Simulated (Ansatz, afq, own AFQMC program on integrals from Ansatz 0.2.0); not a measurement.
BSiH$_{2}$, quartet: AFQMC among the cluster methods

```json
{"atom": "Si", "x (Å)": "0.0000", "y (Å)": "-0.0474", "z (Å)": "0.5026"}
{"atom": "B", "x (Å)": "0.0000", "y (Å)": "-0.0597", "z (Å)": "-1.2423"}
{"atom": "H", "x (Å)": "0.0000", "y (Å)": "1.1707", "z (Å)": "1.3982"}
{"atom": "H", "x (Å)": "0.0000", "y (Å)": "0.7901", "z (Å)": "-2.0791"}
```

Connectivity, by distances: SiH–BH.

Basis cc-pVDZ. Only valence electrons are correlated. Ansatz 0.2.0 and our own AFQMC program on the same integrals; the CISD trial comes from CCSD amplitudes, and released means the phaseless constraint is let go. Uncertainties: one standard error, sampling alone.

Determinant: UHF, the one that the program's search chose, which needn't be the lowest solution. The geometry is a point of a scan.

No full CI on the walks' own integrals is used here; CCSDT(Q) serves as the reference and is uncertain by about the last step of the cluster series.

Cautions: lower spins were not checked.

The T1 diagnostic is 0.0197 and the weight of the determinant in the CISD state is 0.899. The ⟨S²⟩ of the determinant is 3.761 and the size of the correlated space is 9 electrons in 36 orbitals.

Reference: CCSDT(Q), correlation energy -4.479 eV. The released energy is read at 2.40 1/Eh (meV from the phaseless value at times in 1/Eh: -9 ± 9 at 0.24, -17 ± 10 at 0.51, -10 ± 7 at 0.99, -15 ± 9 at 1.62, -8 ± 9 at 2.40).

| level | E − E(reference) (mEh) | share of correlation (%) |
| --- | --- | --- |
| HF | 164.60 | 0.00 |
| MP2 | 38.75 | 76.46 |
| CCSD | 5.92 | 96.40 |
| CCSD(T) | 1.40 | 99.15 |
| CCSDT | 0.21 | 99.87 |
| ph-AFQMC/HF | 4.07 ± 1.39 | 97.52 |
| ph-AFQMC/CISD | 0.54 ± 0.25 | 99.67 |
| released AFQMC | 0.25 ± 0.32 | 99.85 |

A walk keeps the symmetry of its determinant, which the program's search chose and which needn't be the lowest solution, so a lower state of the same spin and another symmetry isn't excluded. Released energies are given only where the last usable release times agree within the noise; a slower fall can still hide under it.
